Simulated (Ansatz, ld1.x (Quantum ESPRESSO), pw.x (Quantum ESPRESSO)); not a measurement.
## C (Z = 6): does the ultrasoft potential hold in the solid?

| Property | Result |
| --- | --- |
| Element | carbon |
| Generator | ld1.x (Quantum ESPRESSO) 7.5 |
| Type | ultrasoft |
| Functional | LDA (PW92) |
| Relativity | scalar-relativistic |
| Frozen core | [He] |
| Valence charge | 4 |
| Reference configuration | 2s2 2p2 |
| Partial waves | 2s (bound): rcut 0.95, rcutus 1.20 bohr; 2s channel at 0.28 Ry: rcut 0.95, rcutus 1.20 bohr; 2p (bound): rcut 2.40, rcutus 3.30 bohr; 2p channel at 2.1 Ry: rcut 2.40, rcutus 3.30 bohr; 3d channel at 0.1 Ry: rcut 2.35, rcutus 2.75 bohr |
| Local potential | all-electron potential smoothed inside 2.35 bohr (lloc = -1) |
| Core correction | none |
| Augmentation charge | PSQ, radius 1.05 bohr |

Atomic tests: cutoffs needed: 8 Ry and 21 Ry (the cutoffs (Ry, on a coarse ladder) from which the occupation-weighted sum of valence levels, in a spherical-Bessel basis at the reference potential, stays within 10 and 1 mRy of its value at 400 Ry); ghost test: no extra level below or beside the all-electron valence levels (s, p, d, f tested) (spherical-Bessel basis up to 400 Ry, 20 bohr box); configuration tests: 1 of 9 tests not solved or not reliable.

Crystal test: bcc C in pw.x 7.5, no spin, 18³ k-points, Fermi–Dirac smearing 0.01 Ry, cutoffs 40/520 Ry. The reference is all-electron LAPW (Ansatz 0.2.0) with the same functional, mesh and smearing; V0 and B0 come from Birch–Murnaghan fits to the pressures at five volumes. Errors are pseudo minus all-electron; Δ is the rms difference of the E(V) curves that follow from these fits, minima aligned, over ±6 % about the mean V0. Mesh and smearing are coarse, so the numbers serve the comparison and aren't converged zero-temperature values; the lattice is a test structure that the element need not adopt.

```
V (Å³/atom)  P all-electron (GPa)  P pseudo (GPa)
      5.884                 18.18          109.91
      6.039                 10.98           94.47
      6.194                  4.60           80.80
      6.349                 -1.05           68.67
      6.504                 -6.05           57.81
```

All-electron: a0 = 2.329 Å (V0 = 6.32 Å³/atom), B0 = 221.9 GPa.

Pseudopotential: mean pressure error (GPa): +77.00. The pressure does not cross zero within the volumes sampled, so no fit is given. The largest radius (3.30 bohr) exceeds half the bond length (1.89 bohr), so the spheres overlap, which is one possible source of error among others. This is a poor potential for the solid. Atomic configuration tests: 1 of 9 tests not solved or not reliable.

At the middle volume, how do free energy and pressure move when the wave cutoff is lowered (ecutrho held at 520 Ry)?

```
cutoff (Ry)  shift of F (meV/atom)  shift of P (GPa)
         18                  +23.1             -1.52
         24                   +3.5             -0.40
         32                   +0.7             +0.10
```

The 8 pw.x runs together took about 22 s on one core of a shared server CPU.
